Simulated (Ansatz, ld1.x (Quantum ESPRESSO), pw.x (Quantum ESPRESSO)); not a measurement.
# C (fcc): variants of one TM potential in the solid

C, norm-conserving Troullier–Martins (Kleinman–Bylander form), made with ld1.x (Quantum ESPRESSO) 7.5 (LDA (PW92), scalar-relativistic). Core [He], reference 2s2 2p2. Waves: 2s (bound): rc 1.15 bohr; 2p (bound): rc 1.75 bohr; 3d channel at 0.5 Ry: rc 1.70 bohr. Local part: all-electron potential smoothed inside 1.45 bohr (lloc = -1). Core correction: none.

Crystal test: fcc C in pw.x 7.5, no spin, 18³ k-points, Fermi–Dirac smearing 0.01 Ry, cutoffs set for each file from its atomic test. The reference is all-electron LAPW (Ansatz 0.2.0) with the same functional, mesh and smearing; V0 and B0 come from Birch–Murnaghan fits to the pressures at five volumes. Errors are pseudo minus all-electron; Δ is the rms difference of the E(V) curves that follow from these fits, minima aligned, over ±6 % about the mean V0. Mesh and smearing are coarse, so the numbers serve the comparison and aren't converged zero-temperature values; the lattice is a test structure that the element need not adopt.

All-electron: a0 = 3.017 Å (V0 = 6.86 Å³/atom), B0 = 179.7 GPa.

2 further variants are left out: they gave no file fit for a test, a broken result, the same result as the base, or pressures whose basis-set error rivals the error shown.

| change | cutoffs (Ry) | pw.x | a0 (Å) | a0 error (%) | B0 error (%) | Δ (meV/atom) | mean pressure error (GPa) |
| --- | --- | --- | --- | --- | --- | --- | --- |
| base | 110/440 | converged | 3.020 | +0.10 | -0.9 | 0.8 | +0.53 |
| wave 2p (bound): rc 1.75 bohr becomes 2p (bound): rc 1.88 bohr | 110/440 | converged | 3.021 | +0.15 | -1.4 | 1.2 | +0.79 |
| wave 2p (bound): rc 1.75 bohr becomes 2p (bound): rc 2.22 bohr | 110/440 | converged | 3.027 | +0.35 | -3.4 | 2.7 | +1.82 |
| wave 2p (bound): rc 1.75 bohr becomes 2p (bound): rc 2.50 bohr | 110/440 | converged | 3.033 | +0.55 | -4.8 | 4.3 | +2.83 |
